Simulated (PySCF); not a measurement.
Gas-phase basicity (−ΔG): calculation against experiment

Calculations with PySCF, energy level // structure level as listed; thermal terms at 298.15 K and 1 bar from unscaled harmonic frequencies at the structure level, or from GFN2-xTB where marked †.

| molecule | level | computed / kJ/mol | measured / kJ/mol | difference |
| --- | --- | --- | --- | --- |
| hydrogen chloride, `Cl` (HCl) | PBE0-D3(BJ)/def2-TZVP // PBE0-D3(BJ)/def2-SVP | 540 | 530 | 10 |
| methyl chloride, `CCl` (CH3Cl) | PBE0-D3(BJ)/def2-TZVP // PBE0-D3(BJ)/def2-SVP | 626 | 621 | 5 |
| formaldehyde, `C=O` (CH2O) | PBE0-D3(BJ)/def2-TZVP // PBE0-D3(BJ)/def2-SVP | 685 | 683 | 2 |
| 2-pentanone, `CCCC(C)=O` (C5H10O) | M06-2X/def2-TZVP // B3LYP/6-31G*† | 802 | 801 | 1 |

Measured values: NIST Chemistry WebBook, evaluated or the median of agreeing entries. Evaluated proton affinities, basicities and acidities carry uncertainties of about 8 kJ/mol, some more.

Notes. methyl chloride: the best site listed is a halogen, a weak base; protonation of a C–C, C–H or other σ bond isn't listed and may be favoured.

What do calculation (ωB97X-D3(BJ)/def2-TZVP // GFN2-xTB†) and experiment give for methanol, `CO` (CH4O)?

Computed 730 kJ/mol, measured 725 kJ/mol.
